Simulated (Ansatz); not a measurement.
A structure relaxed at PBE0-D4/def2-TZVP, charge 0, multiplicity 1:

```xyz
12

C    -0.266    1.222   -1.043
C     0.647    0.322   -0.216
C    -0.023   -0.920    0.229
F    -0.419   -1.731   -0.771
C    -0.282   -1.319    1.464
F     0.074   -0.573    2.518
H     0.276    2.107   -1.382
H    -1.124    1.551   -0.455
H    -0.639    0.697   -1.924
H     1.527    0.042   -0.807
H     1.009    0.848    0.669
H    -0.780   -2.245    1.718
```

Task: Give its formula and SMILES.

Result: C4H6F2, `CC/C(F)=C\F`.

Task: Summarise the bond lengths by kind.

Result: 3 × C–C 1.323 to 1.525 Å; 6 × C–H 1.082 to 1.096 Å; 2 × C–F 1.340 to 1.347 Å.

Computed with Ansatz.
